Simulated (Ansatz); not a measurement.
`C1CSCSC1`, charge 0, multiplicity 1.

**Question.** Give a relaxed structure at PBE0-D4/def2-TZVP (Ansatz 0.2.0). (Estimate.)

**Answer.** Computed: 
```xyz
14

C    -0.1455   -1.1665    0.4877
C    -1.1370   -0.5940   -0.5106
S    -1.6183    1.1136   -0.1804
C     0.0132    1.8678   -0.2419
S     1.1904    1.2422    0.9651
C     1.2122   -0.4864    0.4475
H    -0.5602   -1.1004    1.4971
H    -0.0030   -2.2294    0.2576
H    -0.7391   -0.6613   -1.5291
H    -2.0714   -1.1583   -0.4904
H    -0.1221    2.9289   -0.0293
H     0.4283    1.7720   -1.2490
H     1.6453   -0.5521   -0.5566
H     1.9073   -0.9761    1.1324
```
Point group Cs.
This is one stationary point; other conformers may exist.
